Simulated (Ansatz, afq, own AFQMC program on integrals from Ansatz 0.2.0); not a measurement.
# Atomization energy of BSiH3, singlet

```
atom    x (Å)    y (Å)    z (Å)
  Si   0.0091   0.0000   0.6016
   B   0.0825   0.0000  -1.2150
   H  -0.6559  -0.9412  -0.6669
   H  -0.6559   0.9412  -0.6669
   H   0.1724   0.0000  -2.3958
```

Connectivity, by distances: Si–BH, 2 bridging H.

Atoms in their ground-state spins without spin–orbit coupling (mostly on UHF) minus the molecule (RHF), without zero-point energy. The geometry is a stationary point, not shown to be a minimum.

Basis cc-pVDZ. Noble-gas cores (and the filled d shells of Ga–Kr and In–Xe) are frozen. AFQMC by an in-house program on the Cholesky factors that Ansatz 0.2.0 writes for its CCSD(T) run. ph-AFQMC/CISD is guided by a CISD state made of CCSD amplitudes; releasing the constraint for a short imaginary time cuts its bias at the price of noise, slowly where states lie close. Free AFQMC starts from the CCSD state and is never constrained. Its projection time is finite, and what remains of the start isn't in its error. Uncertainties: one standard error, sampling alone. The errors of all members are added in quadrature.

No full CI on the walks' own integrals is used here; CCSDT(Q) serves as the reference and is uncertain by about the last step of the cluster series. Each member takes its own surest rung, up to full CI.

The best estimate is CCSD(T) at the basis-set limit (CBS: def2-TZVPP and def2-QZVPP, with their diffuse functions for anions and beside diffuse sets, CCSD(T) itself extrapolated) plus the step from CCSD(T) to CCSDT(Q) in cc-pVDZ. Rows without CBS are in cc-pVDZ, the functionals in def2-TZVP; B2PLYP and the wave-function rows carry a basis error of their own. Core correlation and relativity beyond core potentials are missing, and ± holds the sampling alone.

Cautions: BSiH₃ (singlet): the ph-AFQMC/HF walk drifts between its halves (2.5 errors).

| level | atomization energy (kcal/mol) |
| --- | --- |
| B2PLYP | 337.4 |
| MP2 | 312.2 |
| PBE0 | 342.3 |

From these cheaper values, estimate the atomization energy at the level of the best estimate.

341.8 kcal/mol (best estimate, highest rung CCSDT(Q)).

```
                  level  atomization energy (kcal/mol)  error against the best estimate (kcal/mol)
                     HF                          244.1                                       -97.7
                   CCSD                          307.7                                       -34.1
                CCSD(T)                          311.9                                       -29.9
          ph-AFQMC/CISD                    312.8 ± 0.5                                 -29.0 ± 0.5
         released AFQMC                    313.0 ± 0.3                                 -28.8 ± 0.3
             free AFQMC                    312.2 ± 0.3                                 -29.6 ± 0.3
                 HF/CBS                          252.0                                       -89.8
                MP2/CBS                          341.8                                         0.0
            CCSD(T)/CBS                          341.3                                        -0.5
                    PBE                          346.2                                         4.4
                 r2SCAN                          345.9                                         4.1
                  B3LYP                          341.0                                        -0.8
                wB97M-V                          346.7                                         4.9
surest rungs in cc-pVDZ                          312.4                                       -29.4
```

Correlation beyond CCSD(T) adds 0.5 kcal/mol. Going to the basis-set limit adds 29.4 kcal/mol at CCSD(T). The perturbative (T) step is worth +4.2 kcal/mol. The functionals spread over 9.3 kcal/mol; PBE0 and B3LYP come nearest and wB97M-V is 4.9 kcal/mol too high.

Best estimates are given only where the step beyond CCSD(T) is under 0.3 eV and no member's determinant is very poor (T1 over 0.05, or 0.07 for open shells, ⟨S²⟩ too high by 0.3, two states mixed), so the hardest cases are missing from such tables.

The functionals ran in a triple-zeta set and keep a basis error of their own, a few kJ/mol for each bond in atomization energies and more for double hybrids, so close places among them and the extrapolated levels can swap.

Free projections are given only where their last times agree within the noise and don't stop above the reference; a slow remainder of the start can still hide under it. Each member of a difference takes its own highest rung, so a best estimate needn't equal the limit plus the step of one row. A walk keeps the symmetry of its determinant, which the program's search chose and which needn't be the lowest solution, so a lower state of the same spin and another symmetry isn't excluded. Released energies are given only where the last usable release times agree within the noise; a slower fall can still hide under it.
